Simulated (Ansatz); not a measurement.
Worked example: the enthalpy of C2H2O → C2HO + H

Species: C2H2O `C#CO`, singlet; C2HO `C#C[O]`, doublet; H atom, doublet. 

Shapes, held fixed at every level: PBE0-D4/def2-TZVP. Programs: Ansatz 0.2.0. The zero-point and thermal terms to 298 K, harmonic and unscaled (5/2 RT less the spin-orbit lowering for atoms, PBE0-D4/def2-TZVP), stand in the table.

At HF/def2-TZVPP; 1 Eh = 2625.50 kJ/mol:

```
species  energy (Eh)  H(298 K) − E (kJ/mol)  tabulated ΔfH (kJ/mol)
  C2H2O  -151.734675                   96.3                   +92.7
   C2HO  -151.146932                   61.3                  +178.0
      H    -0.499810                    6.2                  +218.0
```

Problem. Work out the reaction enthalpy at 298 K from the calculation and from the table of heats.

Solution. 
1. Electronic: (-151.146932) + (-0.499810) − [(-151.734675)] = 0.087933 Eh = +230.9 kJ/mol.
2. Zero-point and thermal: (61.3) + (6.2) − [(96.3)] = -28.8 kJ/mol.
3. Computed ΔH = +202.1 kJ/mol.
4. From the heats of formation (Active Thermochemical Tables, tabulated atomic heats): (178.0) + (218.0) − [(92.7)] = +303.3 kJ/mol.
5. Computed less tabulated: -101.2 kJ/mol. Tabulated heats carry uncertainties of their own.

Spin contamination: C2HO (⟨S²⟩ up to 0.81). Open shells run unrestricted unless RO is named.
